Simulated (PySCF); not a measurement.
# CCSD(T)/STO-3G run of H2O2 (hydrogen peroxide)

What is the energy change on altering one bond length of H2O2 (hydrogen peroxide) at CCSD(T)/STO-3G? Input form: a Python script.

The calculation is run with PySCF 2.14.0.

8 further runs of the same task are left out: 8 set aside as unsound or not needed.

### 1 The system as given

H2O2 has 4 atoms, charge 0, and is taken as a singlet. SMILES: `OO`. The shape is that of a PBE0-D4/def2-TZVP optimisation.

Bond lengths: O1–O2 1.426 Å, O1–H3 0.965 Å, O2–H4 0.965 Å. Angles: O1–O2–H4 101.1°, O2–O1–H3 101.1°.

### 2 A single-point energy at CCSD(T)/STO-3G

Contents of job.py:

```python
from pyscf import gto, cc

mol = gto.Mole()
mol.atom = '''
O     -0.919919    -1.098120     0.057826
O      0.091274     1.376477     0.390984
H      0.352245    -2.110824     0.883258
H      0.476400     1.832656    -1.332068
'''
mol.charge = 0
mol.verbose = 3
mol.unit = 'bohr'
mol.max_memory = 1860
mol.basis = 'sto-3g'
mol.spin = 0
mol.build()

mf = mol.RHF()
mf.conv_tol = 1e-10
mf.kernel()
if not mf.converged:
    mf = mf.newton().run(mf.mo_coeff, mf.mo_occ)

mycc = cc.CCSD(mf, frozen=2)
mycc.kernel()
e_t = mycc.ccsd_t()
etot = mycc.e_tot + e_t
print('E(%s) = %.9f' % ('CCSD(T)', etot))
```

Started as:

```sh
$ OMP_NUM_THREADS=1 python job.py
```

Log:

```text
converged SCF energy = -148.760540569381
E(CCSD) = -148.8647540992335  E_corr = -0.1042135298526452
CCSD(T) correction = -0.000480981456735074
E(CCSD(T)) = -148.865235081
```

It took 0.68 s on 1 thread of Arm Neoverse V2, shared host; peak memory 0.12 GiB.

### 3 The distorted shape at the same level

Contents of job.py:

```python
from pyscf import gto, cc

system = gto.M(
    atom=[
    ('O', (-0.588706, -0.701807, 0.486527)),
    ('O', (-0.053606, 0.607693, 0.662827)),
    ('H', (0.084494, -1.237707, 0.923327)),
    ('H', (0.252100, 0.969800, -0.704900)),
],
    basis='sto-3g',
    verbose=4,
    max_memory=1860,
    charge=0,
)

mf = system.RHF()
mf.conv_tol = 1e-10
mf.kernel()
if not mf.converged:
    mf = mf.newton().run(mf.mo_coeff, mf.mo_occ)

mycc = cc.CCSD(mf, frozen=2)
mycc.kernel()
e_t = mycc.ccsd_t()
e_final = mycc.e_tot + e_t
print('Final energy', e_final)
```

Started as:

```sh
$ OMP_NUM_THREADS=1 python job.py
```

Log:

```text
PySCF version 2.14.0

[INPUT] num. atoms = 4
[INPUT] num. electrons = 18
[INPUT] charge = 0
[INPUT] spin (= nelec alpha-beta = 2S) = 0
[INPUT] symmetry False subgroup None
[INPUT] Mole.unit = angstrom
[INPUT] Symbol           X                Y                Z      unit          X                Y                Z       unit  Magmom
[INPUT]  1 O     -0.588706000000  -0.701807000000   0.486527000000 AA   -1.112493107888  -1.326223022303   0.919402782206 Bohr   0.0
[INPUT]  2 O     -0.053606000000   0.607693000000   0.662827000000 AA   -0.101300658633   1.148373337815   1.252561497967 Bohr   0.0
[INPUT]  3 H      0.084494000000  -1.237707000000   0.923327000000 AA    0.159670519169  -2.338927252457   1.744835153416 Bohr   0.0
[INPUT]  4 H      0.252100000000   0.969800000000  -0.704900000000 AA    0.476399956003   1.832656395603  -1.332067945206 Bohr   0.0

nuclear repulsion = 35.4353238464657
number of shells = 8
number of NR pGTOs = 36
number of NR cGTOs = 12
basis = sto-3g
ecp = {}

******** <class 'pyscf.scf.hf.RHF'> ********
method = RHF
initial guess = minao
damping factor = 0
level_shift factor = 0
DIIS = <class 'pyscf.scf.diis.CDIIS'>
diis_start_cycle = 1
diis_space = 8
diis_damp = 0
SCF conv_tol = 1e-10
SCF conv_tol_grad = None
SCF max_cycles = 50
direct_scf = True
direct_scf_tol = 1e-13
Set gradient conv threshold to 1e-05
Initial guess from minao.
init E= -148.294363565533
  HOMO = -0.272934566059018  LUMO = 0.0715533622400095  gap/eV = 9.37399
cycle= 1 E= -148.600776190179  delta_E= -0.306  |g|= 0.313  |ddm|= 2.41
  HOMO = -0.249727302472715  LUMO = 0.273882973349933  gap/eV = 14.24816
cycle= 2 E= -148.654229962002  delta_E= -0.0535  |g|= 0.0847  |ddm|= 0.651
  HOMO = -0.334036521451722  LUMO = 0.267943760308903  gap/eV = 16.38072
cycle= 3 E= -148.656792830078  delta_E= -0.00256  |g|= 0.0246  |ddm|= 0.125
  HOMO = -0.342332255799443  LUMO = 0.277446046037679  gap/eV = 16.86503
cycle= 4 E= -148.657046007214  delta_E= -0.000253  |g|= 0.00589  |ddm|= 0.0326
  HOMO = -0.341689661063108  LUMO = 0.278237494793464  gap/eV = 16.86908
cycle= 5 E= -148.657070178918  delta_E= -2.42e-05  |g|= 0.00135  |ddm|= 0.0121
  HOMO = -0.341863209037346  LUMO = 0.278569541180269  gap/eV = 16.88284
cycle= 6 E= -148.657072201276  delta_E= -2.02e-06  |g|= 0.000204  |ddm|= 0.00474
  HOMO = -0.341879669373685  LUMO = 0.278604760705972  gap/eV = 16.88424
cycle= 7 E= -148.657072250731  delta_E= -4.95e-08  |g|= 7.83e-05  |ddm|= 0.000649
  HOMO = -0.341872464914667  LUMO = 0.278582918749617  gap/eV = 16.88345
cycle= 8 E= -148.657072259516  delta_E= -8.78e-09  |g|= 1.78e-05  |ddm|= 0.000339
  HOMO = -0.341871822897482  LUMO = 0.278583981902811  gap/eV = 16.88346
cycle= 9 E= -148.657072260062  delta_E= -5.46e-10  |g|= 7.65e-06  |ddm|= 7.75e-05
  HOMO = -0.341870287102712  LUMO = 0.278583206814261  gap/eV = 16.88340
cycle= 10 E= -148.657072260182  delta_E= -1.2e-10  |g|= 1.79e-06  |ddm|= 4.53e-05
  HOMO = -0.341869796863972  LUMO = 0.27858335164056  gap/eV = 16.88339
cycle= 11 E= -148.657072260188  delta_E= -5.97e-12  |g|= 3.08e-07  |ddm|= 1.11e-05
  HOMO = -0.341869838744626  LUMO = 0.278583393251606  gap/eV = 16.88339
Extra cycle  E= -148.657072260188  delta_E= 5.68e-14  |g|= 1.57e-07  |ddm|= 6.58e-07
converged SCF energy = -148.657072260188

******** <class 'pyscf.cc.ccsd.CCSD'> ********
CC2 = 0
CCSD nocc = 7, nmo = 10
frozen orbitals 2
max_cycle = 50
direct = 0
conv_tol = 1e-07
conv_tol_normt = 1e-05
diis_space = 6
diis_start_cycle = 0
diis_start_energy_diff = 1e+09
Init t2, MP2 energy = -148.765874135456  E_corr(MP2) -0.108801875267891
Init E_corr(CCSD) = -0.108801875267905
cycle = 1  E_corr(CCSD) = -0.136435066777431  dE = -0.0276331915  norm(t1,t2) = 0.0715483
cycle = 2  E_corr(CCSD) = -0.147149089340683  dE = -0.0107140226  norm(t1,t2) = 0.0344579
cycle = 3  E_corr(CCSD) = -0.156142066423093  dE = -0.00899297708  norm(t1,t2) = 0.0174671
cycle = 4  E_corr(CCSD) = -0.156672351162247  dE = -0.000530284739  norm(t1,t2) = 0.00353992
cycle = 5  E_corr(CCSD) = -0.156569794629883  dE = 0.000102556532  norm(t1,t2) = 0.00194795
cycle = 6  E_corr(CCSD) = -0.156631466425659  dE = -6.16717958e-05  norm(t1,t2) = 0.000640955
cycle = 7  E_corr(CCSD) = -0.156606670253404  dE = 2.47961723e-05  norm(t1,t2) = 0.000361247
cycle = 8  E_corr(CCSD) = -0.15660921591579  dE = -2.54566239e-06  norm(t1,t2) = 0.00024594
cycle = 9  E_corr(CCSD) = -0.156604494284744  dE = 4.72163105e-06  norm(t1,t2) = 0.000111226
cycle = 10  E_corr(CCSD) = -0.156609119958865  dE = -4.62567412e-06  norm(t1,t2) = 4.00423e-05
cycle = 11  E_corr(CCSD) = -0.156607527334254  dE = 1.59262461e-06  norm(t1,t2) = 1.54763e-05
cycle = 12  E_corr(CCSD) = -0.156606653630995  dE = 8.7370326e-07  norm(t1,t2) = 4.28801e-06
cycle = 13  E_corr(CCSD) = -0.156606485246361  dE = 1.68384634e-07  norm(t1,t2) = 2.07614e-06
cycle = 14  E_corr(CCSD) = -0.15660650401693  dE = -1.87705689e-08  norm(t1,t2) = 1.21144e-06
CCSD converged
E(CCSD) = -148.8136787642049  E_corr = -0.1566065040169302
CCSD(T) correction = -0.00145031804331322
Final energy -148.81512908224818
```

Wall time 0.72 s (1 thread of Arm Neoverse V2, shared host); peak memory 0.12 GiB.

### 4 Summary of results

Level: CCSD(T)/STO-3G, 2 core orbitals frozen.

```
                                                         quantity          value
                                        first shape: total energy  -148.86524 Eh
                first shape: dipole moment (Hartree–Fock density)         1.57 D
                 first shape: HOMO energy (Hartree–Fock orbitals)       -9.92 eV
                 first shape: LUMO energy (Hartree–Fock orbitals)       13.16 eV
               first shape: HOMO–LUMO gap (Hartree–Fock orbitals)       23.08 eV
         first shape: correlation energy (2 core orbitals frozen)     -104.7 mEh
                                      first shape: (T) correction      -0.48 mEh
                                       first shape: T1 diagnostic          0.007
                                    distorted shape: total energy  -148.81513 Eh
            distorted shape: dipole moment (Hartree–Fock density)         1.39 D
             distorted shape: HOMO energy (Hartree–Fock orbitals)       -9.30 eV
             distorted shape: LUMO energy (Hartree–Fock orbitals)        7.58 eV
           distorted shape: HOMO–LUMO gap (Hartree–Fock orbitals)       16.88 eV
     distorted shape: correlation energy (2 core orbitals frozen)     -158.1 mEh
                                  distorted shape: (T) correction      -1.45 mEh
                                   distorted shape: T1 diagnostic          0.015
energy change with the O2–H4 bond stretched from 0.965 to 1.447 Å       1.363 eV
```

**Reading.** With the O2–H4 bond stretched from 0.965 to 1.447 Å the energy rises by 1.36 eV (132 kJ/mol). The first shape isn't relaxed at this level, so the change isn't measured from a minimum. The minimal basis adds a large error of its own. Mulliken charges (first shape) of the mean-field density run from -0.20 on O1 to +0.20 on H3. The triples (first shape) make up 0.5 % of the correlation energy. The triples (distorted shape) make up 0.9 % of the correlation energy.
